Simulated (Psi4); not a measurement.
Process, species as SMILES: FOF + H+ → F[OH+]F
B3LYP-D3(BJ)/def2-TZVP geometries, fixed; electronic energies without zero-point terms; positive where energy is released.

Basis-set convergence of the proton affinity at PBE with Psi4. Cartesian d functions, on some or all atoms, in 6-31G*, 6-31+G*; all else is spherical. Density fitting with the program's default auxiliary sets. Psi4's default fitting sets serve the pcseg sets less well. The proton sits at the site shown, which need not be the one that binds it best. No added dispersion term, no relativity. Functions are those of the species that has most. Reference: the value in aug-cc-pVQZ, 115.55 kcal/mol, itself unsure by roughly 0.53 kcal/mol (its mean distance from def2-QZVPPD, def2-QZVPP, cc-pVQZ). Deviations are taken from unrounded values.

```tsv
basis	functions	proton affinity (kcal/mol)
6-31G*	47	117.64
6-31+G*	59	109.42
cc-pVDZ	47	116.61
aug-cc-pVDZ	78	113.65
def2-SVP	47	116.30
def2-SVPD	77	112.19
pcseg-1	47	110.35
aug-pcseg-1	78	112.15
6-311G**	60	115.03
6-311+G**	72	110.75
def2-TZVP	99	114.83
def2-TZVPD	129	114.60
cc-pVTZ	104	117.34
aug-cc-pVTZ	161	115.28
pcseg-2	104	114.74
aug-pcseg-2	161	115.22
def2-TZVPP	107	115.79
def2-TZVPPD	137	115.30
cc-pVQZ	195	116.70
aug-cc-pVQZ	286	115.55
def2-QZVPP	201	115.97
def2-QZVPPD	231	115.56
```

What the diffuse functions change, pair by pair:
- 6-31G* to 6-31+G*: 12 more functions, deviation 2.09 to -6.13 kcal/mol
- cc-pVDZ to aug-cc-pVDZ: 31 more functions, deviation 1.06 to -1.89 kcal/mol
- def2-SVP to def2-SVPD: 30 more functions, deviation 0.75 to -3.36 kcal/mol
- pcseg-1 to aug-pcseg-1: 31 more functions, deviation -5.20 to -3.39 kcal/mol
- 6-311G** to 6-311+G**: 12 more functions, deviation -0.52 to -4.80 kcal/mol
- def2-TZVP to def2-TZVPD: 30 more functions, deviation -0.72 to -0.95 kcal/mol
- cc-pVTZ to aug-cc-pVTZ: 57 more functions, deviation 1.79 to -0.27 kcal/mol
- pcseg-2 to aug-pcseg-2: 57 more functions, deviation -0.81 to -0.33 kcal/mol
- def2-TZVPP to def2-TZVPPD: 30 more functions, deviation 0.24 to -0.25 kcal/mol
- cc-pVQZ to aug-cc-pVQZ: 91 more functions, deviation 1.15 to 0.00 kcal/mol
- def2-QZVPP to def2-QZVPPD: 30 more functions, deviation 0.42 to 0.01 kcal/mol

Leaving out the reference's own pair, they bring the value nearer the reference by more than 0.53 kcal/mol in 2 of 10 pairs.
